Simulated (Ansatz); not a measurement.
Ansatz (a quantum-chemistry and plane-wave program) input (CCSD(T)/aug-cc-pVDZ):

Ansatz 0.2 input:
```yaml
crystal:
  periodic: [false, false, false]
  atoms:
    - {symbol: C, position_ang: [-0.01831353, -0.22571553, 1.21152738]}
    - {symbol: N, position_ang: [-0.01645639, 0.58055635, 0.00241189]}
    - {symbol: C, position_ang: [-0.04281511, -0.21633908, -1.21261938]}
    - {symbol: H, position_ang: [0.79457957, -0.96984525, 1.25371388]}
    - {symbol: H, position_ang: [0.06101238, 0.42028397, 2.08676885]}
    - {symbol: H, position_ang: [-0.96384423, -0.76890494, 1.28362309]}
    - {symbol: H, position_ang: [0.79201558, 1.18956731, -0.00340397]}
    - {symbol: H, position_ang: [0.76900106, -0.96005667, -1.27698220]}
    - {symbol: H, position_ang: [0.01885451, 0.43641726, -2.08426242]}
    - {symbol: H, position_ang: [-0.98965234, -0.75902850, -1.26978846]}
basis:
  gaussian:
    orbitals: aug-cc-pVDZ
magnetization: {spin_polarized: true, initial_magnetization: 2}
correlation: {method: ccsd_t, electrons: outside_noble_gas}
```

End of the output:

```
integrals: 0.48 GiB planned
1291 factors; integrals over basis functions are off by at most 6.9e-4 eV
mean field: 0.60 GiB planned
mean field evaluation 1: about -3645.0379 eV, gradient 2.0e1 eV
mean field evaluation 2: about -3645.0512 eV, gradient 2.0e1 eV
mean field evaluation 4: about -3648.5254 eV, gradient 3.2e0 eV
mean field evaluation 8: about -3648.8204 eV, gradient 2.8e-1 eV
mean field evaluation 16: about -3648.8312 eV, gradient 1.2e-6 eV
mean field evaluation 32: about -3648.8292 eV, gradient 1.0e-1 eV
mean field evaluation 64: about -3648.1055 eV, gradient 4.5e0 eV
mean field evaluation 96: about -3647.9983 eV, gradient 1.5e0 eV
mean field evaluation 128: about -3648.0028 eV, gradient 1.8e-2 eV
mean field evaluation 160: about -3647.7796 eV, gradient 4.8e-1 eV
mean field evaluation 192: about -3647.1945 eV, gradient 5.3e-1 eV
mean field evaluation 224: about -3646.7395 eV, gradient 5.5e-1 eV
mean field evaluation 256: about -3648.0414 eV, gradient 6.5e-1 eV
mean field evaluation 288: about -3647.6322 eV, gradient 1.2e0 eV
mean field evaluation 320: about -3647.7704 eV, gradient 6.4e-3 eV
mean field evaluation 352: about -3646.8665 eV, gradient 1.4e-4 eV
mean field evaluation 384: about -3643.3210 eV, gradient 4.5e-1 eV
mean field -3648.83123687 eV, -134.0920746883 hartree, gradient 5.0e-6 eV, S^2 2.012741; 15 other end points of the search recorded, 0 dependent functions left out
determinant -3648.83123687 eV, -134.0920746883 hartree, with singles and doubles -3662.54783760 eV, -134.5961504678 hartree
determinant -3648.00289330 eV, -134.0616336237 hartree, with singles and doubles -3661.67794850 eV, -134.5641826329 hartree
determinant -3647.77040984 eV, -134.0530900142 hartree, with singles and doubles -3661.40519627 eV, -134.5541591733 hartree
determinant -3647.69372446 eV, -134.0502718781 hartree, with singles and doubles -3661.30664250 eV, -134.5505373891 hartree
determinant -3647.09863073 eV, -134.0284025870 hartree, with singles and doubles -3660.74729828 eV, -134.5299818683 hartree
determinant -3646.86647280 eV, -134.0198709405 hartree, with singles and doubles -3660.43097716 eV, -134.5183572813 hartree
3 core orbitals not correlated
reference -3648.83123687 eV, -134.0920746883 hartree; 11, 9 occupied and 118, 120 virtual orbitals, 1291 factors
second order -12.30808517 eV of doubles, -0.00000000 eV of singles
coupled cluster: 1.41 GiB planned
cycle   1  -13.66984063 eV  change   -6.0e-1 eV  update   4.2e-2
cycle   2  -13.70705783 eV  change   -3.7e-2 eV  update   1.9e-2
cycle   3  -13.71523090 eV  change   -8.2e-3 eV  update   1.0e-2
cycle   4  -13.71773494 eV  change   -2.5e-3 eV  update   4.4e-3
cycle   5  -13.71890124 eV  change   -1.2e-3 eV  update   2.5e-3
cycle   6  -13.72002871 eV  change   -1.1e-3 eV  update   1.3e-3
cycle   7  -13.72042695 eV  change   -4.0e-4 eV  update   5.9e-4
cycle   8  -13.72029978 eV  change    1.3e-4 eV  update   3.0e-4
cycle   9  -13.72022287 eV  change    7.7e-5 eV  update   1.7e-4
cycle  10  -13.72023802 eV  change   -1.5e-5 eV  update   8.3e-5
cycle  11  -13.72024812 eV  change   -1.0e-5 eV  update   3.3e-5
cycle  12  -13.72025192 eV  change   -3.8e-6 eV  update   1.4e-5
perturbative correction -0.43874435 eV, -0.0161235574 hartree
Total energy: -3662.99023314 eV, -134.6124082038 hartree
```

This state (charge 0, triplet) is run at the relaxed geometry of the species with charge 0 and multiplicity 1, and is a spin state other than that species' own.
